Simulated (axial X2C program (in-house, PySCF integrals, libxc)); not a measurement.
# SiN: nuclear properties from DFT to coupled cluster

Calculated with an axial X2C code built on PySCF integrals: two-component X2C with atomic mean-field Coulomb and Gaunt terms, Gaussian nuclei, basis Si dyall-av3z, N dyall-av3z with contracted cores.

R = 1.647 Å (near the PBE0 minimum at charge 0 of the determinant lowest at the starting distance; the state shown can have its own minimum elsewhere); state Ω = 3/2 (⟨Sz⟩ = 0.50, ⟨Lz⟩ = 1.00 at PBE0).

```
level  Eeff magnitude (GV/cm)  Ws magnitude Si (kHz)  A∥/gI Si (MHz)  qzz Si (a.u.)  A∥/gI N (MHz)  μ (D)
 PBE0                 0.00546                 0.0011            60.6          -2.08           69.3  -2.78
   HF                  0.0343                0.00808             101          -2.03           20.1  -2.41
B3LYP                 0.00518                0.00105            60.5          -2.09           76.2  -2.85
```

Eeff is the effective electric field on the electron electric dipole moment in this Ω state and Ws the scalar–pseudoscalar constant of the nucleus named (defined with the proton number Z and per Ω); A∥ (defined per Ω) follows by multiplying with gI = μI/(I μN); qzz is the electric field gradient, eQq0 = 234.96 MHz × Q/barn × qzz; μ is positive if the N end (last atom) is positive. The operators were transformed with the bare-nucleus X2C matrices; with these basis sets, hyperfine constants and field gradients can be off by tens of per cent, and where levels differ in sign neither size nor sign is settled.

Finite-field MP2, CCSD and CCSD(T), with 9 electrons correlated in 120 natural virtual spinors (MP2 remainder added):

```json
{"level": "MP2", "Eeff magnitude (GV/cm)": "0.00218", "Ws magnitude Si (kHz)": "0.000154", "A∥/gI Si (MHz)": "22.2", "qzz Si (a.u.)": "-2.46", "A∥/gI N (MHz)": "93.7", "μ (D)": "-4.31"}
{"level": "CCSD", "Eeff magnitude (GV/cm)": "0.0135", "Ws magnitude Si (kHz)": "0.00308", "A∥/gI Si (MHz)": "53.9", "qzz Si (a.u.)": "-2.02", "A∥/gI N (MHz)": "70", "μ (D)": "-2.95"}
{"level": "CCSD(T)", "Eeff magnitude (GV/cm)": "0.0116", "Ws magnitude Si (kHz)": "0.00261", "A∥/gI Si (MHz)": "51.3", "qzz Si (a.u.)": "-1.97", "A∥/gI N (MHz)": "76.3", "μ (D)": "-2.87"}
```

T1 = 0.079 (Lee–Taylor), a sign of multireference character. One unrestricted determinant, the lowest of a limited PBE0 search, is the reference; the functionals treat spin collinearly. Eeff spreads by more than a factor of two over the levels. Correlation of the inner shells is missing, which matters for properties at the nucleus. Number of frozen shells: Si 2 s, 1 p; N 1 s.

Question: By how much does correlation change each value, CCSD(T) against HF?

Answer: Eeff magnitude -66 %; Ws magnitude Si -68 %; A∥/gI Si -49 %; qzz Si -3 %; A∥/gI N 280 %; μ 19 %.
